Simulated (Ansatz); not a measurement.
# CH4Si (triplet): the correlation ladder at distance C1–H5 along a hydrogen transfer = 1.013 Å, cc-pVDZ

How much of the correlation energy of CH4Si (triplet) does each wave-function method recover here?

The runs use Ansatz 0.2.0, Gaussian basis; cc-pVDZ, core rule «outside noble gas», up to 6 orbitals frozen.

Plan: UHF; CCSD(T) on ROHF; CCSD(T) on UHF; BCCD(T) on ROHF; CISD; CCSDT(Q) on ROHF; CCSDT(Q) on UHF; CASSCF and MRCISD+Q, 4 electrons in 4 orbitals; CASSCF and NEVPT2, 4 electrons in 4 orbitals.

2 further runs of the same task are left out: 2 that didn't finish.

## (1) The system

The geometry derives from fragments relaxed apart (PBE0/def2-TZVP) and kept rigid, so it is no stationary point. A hydrogen atom is moved between rigid fragments.

6 atoms, charge 0, spin multiplicity 3.

Atoms are counted from 1 here; the program's logs count them from 0.

Bond lengths: C1–H2 1.090 Å, C1–H3 1.090 Å, C1–H4 1.090 Å, C1–H5 1.013 Å. Angles: H2–C1–H3 109.5°, H2–C1–H4 109.5°, H2–C1–H5 109.5°, H3–C1–H4 109.5°, H3–C1–H5 109.5°, H4–C1–H5 109.5°.

## (2) UHF

File in.yaml:

```yaml
crystal:
  periodic: [false, false, false]
  atoms:
    - {symbol: C, position_ang: [-2.072460, 0.000000, 0.000000]}
    - {symbol: H, position_ang: [-2.435665, 1.027301, 0.000000]}
    - {symbol: H, position_ang: [-2.435666, -0.513650, 0.889668]}
    - {symbol: H, position_ang: [-2.435665, -0.513650, -0.889669]}
    - {symbol: H, position_ang: [-1.059460, 0.000000, 0.000000]}
    - {symbol: Si, position_ang: [1.186540, 0.000000, 0.000000]}
basis:
  gaussian: {orbitals: cc-pVDZ}
magnetization: {spin_polarized: true, initial_magnetization: 2}
hamiltonian: {xc: hf}
output: {orbitals: {seedname: orbitals}}
```

Command:

```console
> ansatz run in.yaml --threads 1 --pin off --events-out ev --progress --plain --max-ram 2393MiB
```

After this run come: CCSD(T) on ROHF; CCSD(T) on UHF; BCCD(T) on ROHF; CISD; CCSDT(Q) on ROHF; CCSDT(Q) on UHF; CASSCF and MRCISD+Q, 4 electrons in 4 orbitals; CASSCF and NEVPT2, 4 electrons in 4 orbitals.

**Question.** What will the summary of the whole plan be? Wanted: UCCSDT(Q) below the RHF energy; RMP2 from UCCSDT(Q); UMP2 from UCCSDT(Q); RCCSD from UCCSDT(Q); RCCSD(T) from UCCSDT(Q); UCCSD(T) from UCCSDT(Q); RCCSDT(Q) from UCCSDT(Q); MRCISD+Q pair from UCCSDT(Q); T1 diagnostic.

As calculated:

```
                         quantity                                                                  value
   UCCSDT(Q) below the RHF energy                                                             -7.0902 eV
              RMP2 from UCCSDT(Q)                                                            +1300.5 meV
              UMP2 from UCCSDT(Q)                                                            +1295.5 meV
             RCCSD from UCCSDT(Q)                                                             +172.2 meV
          RCCSD(T) from UCCSDT(Q)                                                              +28.7 meV
          UCCSD(T) from UCCSDT(Q)                                                              +28.0 meV
         RCCSDT(Q) from UCCSDT(Q)                                                               +0.2 meV
     MRCISD+Q pair from UCCSDT(Q)                                                              +32.6 meV
levels within 1 kcal/mol (43 meV)  RCCSD(T), UCCSD(T), BCCD(T), RCCSDT, UCCSDT, RCCSDT(Q), MRCISD+Q pair
                    T1 diagnostic                                                                  0.014
```

**Reading.** RCCSD(T) lands +28.7 meV from the yardstick (0.4 % of the correlation energy). These misses are within one basis, not against nature; the frozen cores of restricted and unrestricted runs differ, which can shift their rows.
